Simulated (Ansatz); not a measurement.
## C2OP: structure from calculated spectroscopic constants

These gas-phase data were calculated for one isomer of C2OP at B3LYP-D3(BJ)/6-311G** (harmonic, unscaled wavenumbers; equilibrium rotational constants with average atomic masses):

```
rotational constants            : 58.91, 3.735, 3.512 GHz
all wavenumbers above 1500 cm⁻¹ : 1810
dipole moment                   : 2.38 D (PBE0/def2-TZVPD)
```

Candidates:

(1) `[C]#CP=O`, a doublet
(2) `O=C=C=[P]`, a doublet

**Question.** Assign the data to one candidate and say why.

**Answer.** Candidate (1). No mode falls between 1950 and 2350 cm⁻¹, where the C=C=X stretch of (2) would stand.

The same quantities for all candidates:

```
     rotational constants (GHz)  wavenumbers above 1500 cm⁻¹  dipole (D)  E above the lowest, B3LYP-D3(BJ)/6-311G** (kcal/mol)
(1)         58.91, 3.735, 3.512                         1810        2.38                                                  70.8
(2)                       2.574                   2238, 1533        1.34                                                   0.0
```

Harmonic stretches to hydrogen usually lie a few per cent above observed fundamentals. Open shells are spin-unrestricted. Programs: Ansatz 0.2.0.
